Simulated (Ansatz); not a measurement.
# CHAlO+ (quartet): from Hartree-Fock to the top rungs, def2-QZVPP

One table from this session's results is given with a row withheld; the runs are named, their logs left out.

Program: Ansatz 0.2.0, Gaussian basis. Level of theory: def2-QZVPP, core rule «outside noble gas», up to 7 orbitals frozen. These are calculated values, not measurements.

The runs, in order: UHF; ROHF; CCSD(T) on UHF.

2 further runs of the same task are left out: 2 set aside as unsound or not needed.

## What is computed

The geometry is a PBE0/def2-TZVP stationary point (not a proven minimum) of the parent state, kept for this charge and spin.

4 atoms, charge 1, spin multiplicity 4.

Atoms are counted from 1 here; the program's logs count them from 0.

Bond lengths: Al1–C2 1.926 Å, Al1–H4 1.582 Å, C2–O3 1.150 Å. Angles: C2–Al1–H4 114.0°, Al1–C2–O3 172.0°.

The first run:

The input, in.yaml:

```yaml
crystal:
  periodic: [false, false, false]
  atoms:
    - {symbol: Al, position_ang: [0.000000, -0.106146, 1.272497]}
    - {symbol: C, position_ang: [0.000000, 0.083663, -0.643702]}
    - {symbol: O, position_ang: [0.000000, 0.036255, -1.792225]}
    - {symbol: H, position_ang: [0.000000, 1.269000, 2.055591]}
basis:
  gaussian: {orbitals: "def2-QZVPP.json"}
total_charge: 1
magnetization: {spin_polarized: true, initial_magnetization: 3}
hamiltonian: {xc: hf}
output: {orbitals: {seedname: orbitals}}
```

Command:

```bash
ansatz run in.yaml --threads 1 --pin off --events-out ev --progress --plain --max-ram 2393MiB
```

Steps of the session up to this table: UHF; ROHF; CCSD(T) on UHF.

One table of the session follows, with a row left open; its other results are not shown here.

```
  method  from UCCSD(T) (meV)
    ROHF                    ?
     UHF             +12019.3
    UMP2               +666.6
   UCCSD               +623.6
UCCSD(T)                    0
```

Estimate the missing values for ROHF.

The run gave: from UCCSD(T) (meV): +12065.3. In the column «from UCCSD(T) (meV)» it is the highest.
